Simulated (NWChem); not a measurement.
System: SiH2, triplet; SMILES [SiH2]

Here is an NWChem input.

```
start job
memory heap 200 mb stack 900 mb global 1100 mb
geometry units angstroms noautoz
  Si     0.000000     0.000000     0.134441
  H      1.287307     0.000000    -0.623186
  H     -1.287307     0.000000    -0.623186
end
basis spherical
  Si library 6-311++g**
  H library 6-311++g**
end
dft
  odft
  mult 3
  xc pbe0
  iterations 150
  mulliken
end
task dft energy
```

NWChem printed, in part:

```
             Northwest Computational Chemistry Package (NWChem) 7.3.0
             --------------------------------------------------------

 C2V symmetry detected

                             Geometry "geometry" -> ""
                             -------------------------

 Output coordinates in angstroms (scale by  1.889725989 to convert to a.u.)

  No.       Tag          Charge          X              Y              Z
 ---- ---------------- ---------- -------------- -------------- --------------
    1 Si                  14.0000     0.00000000     0.00000000     0.09470338
    2 H                    1.0000     1.28730700     0.00000000    -0.66292363
    3 H                    1.0000    -1.28730700     0.00000000    -0.66292363

 Effective nuclear repulsion energy (a.u.)      10.1251336658

      Symmetry information
      --------------------

 Group name             C2v
 Group number             16
 Group order               4
 No. of unique centers     2

                                 NWChem DFT Module
                                 -----------------

 Summary of "ao basis" -> "ao basis" (spherical)
 ------------------------------------------------------------------------------
       Tag                 Description            Shells   Functions and Types
 ---------------- ------------------------------  ------  ---------------------
 Si                        6-311++g**               14       30   7s6p1d
 H                         6-311++g**                5        7   4s1p

      Symmetry analysis of basis
      --------------------------

        a1         21
        a2          2
        b1         13
        b2          8

            General Information
            -------------------
          SCF calculation type: DFT
          Wavefunction type:  spin polarized.
          No. of atoms     :     3
          No. of electrons :    16
           Alpha electrons :     9
            Beta electrons :     7
          Charge           :     0
          Spin multiplicity:     3
          Use of symmetry is: on ; symmetry adaption is: on
          Maximum number of iterations: 150
          AO basis - number of functions:    44
                     number of shells:    24
          Convergence on energy requested:  1.00D-06
          Convergence on density requested:  1.00D-05
          Convergence on gradient requested:  5.00D-04

              XC Information
              --------------
                         PBE0 Method XC Functional
                     Hartree-Fock (Exact) Exchange  0.250
          PerdewBurkeErnzerhof Exchange Functional  0.750
            Perdew 1991 LDA Correlation Functional  1.000 local
           PerdewBurkeErnz. Correlation Functional  1.000 non-local

             Grid Information
             ----------------
          Grid used for XC integration:  medium
          Radial quadrature: Mura-Knowles
          Angular quadrature: Lebedev.
          Tag              B.-S. Rad. Rad. Pts. Rad. Cut. Ang. Pts.
          ---              ---------- --------- --------- ---------
          Si                  1.10       88          11.0       590
          H                   0.35       45          12.0       434
          Grid pruning is: on
          Number of quadrature shells:   133
          Spatial weights used:  Erf1

      Superposition of Atomic Density Guess
      -------------------------------------

 Sum of atomic energies:        -289.83639048

      Non-variational initial energy
      ------------------------------

 Total energy =    -289.810954
 1-e energy   =    -421.426377
 2-e energy   =     121.490289
 HOMO         =      -0.187728
 LUMO         =      -0.096581

   Symmetry analysis of molecular orbitals - initial alpha
   -------------------------------------------------------

  Numbering of irreducible representations:

     1 a1          2 a2          3 b1          4 b2

  Orbital symmetries:

     1 a1          2 a1          3 b1          4 a1          5 b2
     6 a1          7 b1          8 a1          9 b2         10 a1
    11 b1         12 a1         13 b1         14 b2         15 a1
    16 a1         17 b1         18 b1         19 a1

   Symmetry analysis of molecular orbitals - initial beta
   ------------------------------------------------------

  Numbering of irreducible representations:

     1 a1          2 a2          3 b1          4 b2

  Orbital symmetries:

     1 a1          2 a1          3 b1          4 a1          5 b2
     6 a1          7 b1          8 a1          9 b2         10 a1
    11 b1         12 a1         13 b1         14 b2         15 a1
    16 a1         17 b1         18 b1         19 a1

     ---------------------------------------------
      Total Density - Mulliken Population Analysis
     ---------------------------------------------

    Atom       Charge   Shell Charges
 -----------   ------   -------------------------------------------------------
    1 Si  14    13.86   0.79  1.18  0.97  1.02  0.88  0.70  1.95  3.95  0.45  1.20  0.62 -0.00  0.13  0.03
    2 H    1     1.07   0.21  0.55  0.29  0.01  0.01
    3 H    1     1.07   0.21  0.55  0.29  0.01  0.01

     --------------------------------------------
      Spin Density - Mulliken Population Analysis
     --------------------------------------------

    Atom       Charge   Shell Charges
 -----------   ------   -------------------------------------------------------
    1 Si  14     1.79   0.00 -0.00  0.00 -0.01  0.07  0.12  0.02 -0.01  0.18  0.74  0.53  0.02  0.12  0.00
    2 H    1     0.10   0.02  0.05  0.03  0.00  0.00
    3 H    1     0.10   0.02  0.05  0.03  0.00  0.00

[...]
```

Level: PBE0/6-311++G** (spherical d), spin-unrestricted. In the optimisation the excess spin sits in a1 and b2 (C2v, its own frame). Structure relaxed at the PBE0/def2-SVP, spin-unrestricted level. No stability test was run on the SCF state.
